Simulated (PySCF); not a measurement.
Gas-phase reaction: 4 H₃SiN(CH₃)₂ + HNC = 2 ethylsilane + Si₂H₆ + 5 CH₂NH

Method: PySCF energies plus ideal-gas RRHO corrections (1 bar). † marks an energy on the PBE0/def2-TZVP geometry and frequencies; other levels use their own. MP2 and CCSD(T) freeze the core. 6-31G* has spherical d functions here. All species are closed-shell singlets. CH₂NH: computed as isolated molecules; such fragments, hydroxides, amides, oligomers or adducts are transient or little studied in the gas. MP2 isn't extrapolated to the basis-set limit. CCSD(T) isn't extrapolated to the basis-set limit.

```tsv
level	ΔH°(298 K), kJ
CCSD(T)/def2-SVP†	…
HF/6-31G*	…
M06-2X/def2-TZVP†	420
MP2/def2-TZVPP†	…
LDA/def2-TZVP†	479
ωB97X-V/def2-TZVP†	384
```

Problem. Fill in the missing entries.

Solution. 
- CCSD(T)/def2-SVP†, ΔH°(298 K), kJ: 332
- HF/6-31G*, ΔH°(298 K), kJ: 337
- MP2/def2-TZVPP†, ΔH°(298 K), kJ: 391
